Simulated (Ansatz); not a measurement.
This geometry of HS2Si (4 atoms, charge -1, multiplicity 1) is a first-order saddle point.

Level of theory: RKS B3LYP-D4/def2-TZVP (Ansatz 0.2.0).

```xyz
4
Properties=species:S:1:pos:R:3
S -1.590 -0.377 -0.105
Si 0.454 0.208 -0.041
S 1.922 -0.878 0.819
H -0.786 1.047 -0.673
```

Which two structures does it join? (They come from a converged band through this point; their orientation in space is the band's.)

Bonds broken: Si2–H4. Bonds formed: S1–H4.

First end point:

```xyz
4
Properties=species:S:1:pos:R:3
S -1.823 -0.807 0.050
Si 0.000 0.015 -0.008
S 1.805 -0.563 0.632
H 0.017 1.356 -0.674
```

Last end point:

```xyz
4
Properties=species:S:1:pos:R:3
S -1.239 -0.112 -0.184
Si 1.006 0.346 0.022
S 1.773 -1.271 0.979
H -1.540 1.037 -0.817
```

How far does it lie above each of them?

2.31 eV above the first and 1.43 eV above the second. This is the barrier of this one path; another mechanism may lie lower. The orbitals stay closed-shell, which can raise the energy where a bond breaks towards radicals; this wasn't checked here. Limits of this set-up: an anion without diffuse functions, the dipole of an ion depends on the origin.

Run time: 42 s on 2 threads of Arm Neoverse V2, on a shared host, peak memory 0.22 GiB.
